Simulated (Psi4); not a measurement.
Reaction (SMILES): C=C=O + H+ → [OH+]=C=C
B3LYP-D3(BJ)/def2-TZVP geometries, fixed; electronic energies without zero-point terms; positive where energy is released.

Basis-set convergence of the proton affinity at PBE with Psi4. Cartesian d functions, on some or all atoms, in 6-31G*, 6-31G**, 6-31+G*; all else is spherical. Density fitting with the program's default auxiliary sets. Psi4's default fitting sets serve the pcseg sets less well. The proton sits at the site shown, which need not be the one that binds it best. No added dispersion term, no relativity. Functions are those of the species that has most. Reference: the value in def2-QZVPPD, 160.94 kcal/mol, itself unsure by roughly 0.09 kcal/mol (its mean distance from def2-QZVPP, cc-pVQZ). Deviations are taken from unrounded values. Cost is core time over that of 6-31G, rough, on shared machines of one kind.

```
basis            functions  proton affinity (kcal/mol)  minus reference (kcal/mol)  cost
---------------  ---------  --------------------------  --------------------------  ----
6-31G                   33                      160.02                       -0.91    1×
pcseg-0                 33                      153.11                       -7.83    1×
6-31G*                  51                      160.92                       -0.01    1×
cc-pVDZ                 57                      161.66                        0.72    1×
pcseg-1                 57                      157.22                       -3.72    1×
6-31G**                 60                      164.70                        3.76    1×
6-31+G*                 63                      157.06                       -3.88    1×
6-311G**                72                      161.01                        0.08    1×
6-311+G**               84                      159.33                       -1.61    1×
aug-cc-pVDZ             96                      160.15                       -0.79    2×
6-311++G(2d,2p)        111                      160.56                       -0.37    2×
def2-TZVP              111                      160.25                       -0.68    2×
cc-pVTZ                132                      161.55                        0.61    2×
def2-TZVPP             135                      161.09                        0.15    2×
def2-TZVPD             141                      160.26                       -0.68    2×
cc-pVQZ                255                      161.10                        0.16    4×
pcseg-3                279                      160.94                        0.01    4×
def2-QZVPPD            291                      160.94                        0.00    5×
```
